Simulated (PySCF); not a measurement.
PySCF input file for nitrous oxide (N₂O), SMILES N#[N+][O-], B3LYP/pcJ-1. Geometry: PBE0-D3(BJ)/def2-TZVP.

```python
import numpy as np
from pyscf import gto, scf, dft
from pyscf.prop.ssc import rks as ssc

mol = gto.M(
    atom='''
    N     0.00000000    0.00000000   -1.18943265
    N     0.00000000    0.00000000   -0.07130375
    O     0.00000000    0.00000000    1.10314435
    ''',
    basis='pcJ-1',
    charge=0,
    spin=0,
    max_memory=1600,
    verbose=3,
)
mf = dft.RKS(mol, xc='b3lyp')
mf.grids.level = 3
mf.conv_tol = 1e-10
mf.max_cycle = 100
mf.kernel()
j = ssc.SSC(mf)
j.with_fcsd = True
j.max_cycle_cphf = 80
j.conv_tol = 1e-7
e11 = j.kernel()
```

Program output:

```
converged SCF energy = -184.663535484129
Reduced spin-spin coupling constant K (Hz)
               #0        #1        #2
        0 N    0.00000
        1 N  -15.31037   0.00000
        2 O   11.78914 -121.65232   0.00000
Spin-spin coupling constant J (Hz)
               #0        #1        #2
        0 N    0.00000
        1 N   -2.49594   0.00000
        2 O   -3.60577  37.20802   0.00000
```

The calculation finished and met its thresholds.
